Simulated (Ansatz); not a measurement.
Rh, DFT, PBE, all-electron PAW with datasets made for the crystal, scalar-relativistic (Ansatz 0.2.0), run on 1 thread of Intel(R) Xeon(R) 6975P-C (Granite Rapids) on a shared host.

The structure comes from a relaxation in the same program, started in the fcc type. Whether it is a known phase or the ground state wasn't checked. The listed cell was then made from it by scaling, straining or moving an atom.

Command: `ansatz run input.yaml --threads 1 --pin off --max-ram 2048MiB --backend cpu --events-out ev --progress --plain --runs-dir out`

```yaml
crystal:
  lattice:
    - [0.0, 1.9404922244, 1.9404922244]
    - [1.9404922244, 0.0, 1.9404922244]
    - [1.9404922244, 1.9404922244, 0.0]
  atoms:
    - { symbol: Rh, position: [0.0, 0.0, 0.0] }
kpoints:
  mp_grid: { grid: [16, 16, 16] }
scf:
  occupations: { method: fermi_dirac, width: 0.05 }
hamiltonian:
  xc: pbe
  pseudopotentials: { kind: all_electron, datasets: crystal }
output:
  forces: true
  stress: true
  eigenvalues: true
  efg: { contact_densities: true }
```

Q: How large is the problem that the program sets up?

A: 145 irreducible k-points, 169 plane waves at Γ, 9 bands.

Q: Estimate the wall time and the peak memory.

A: 3.9 s of wall time for 8 SCF iterations, with a peak of 0.43 GiB. Times on shared machines scatter by tens of per cent.

Q: And the same cell and mesh by full-potential LAPW, asked for forces, stress, eigenvalues, on the same hardware?

A: 6.8 s, peak memory 0.37 GiB.
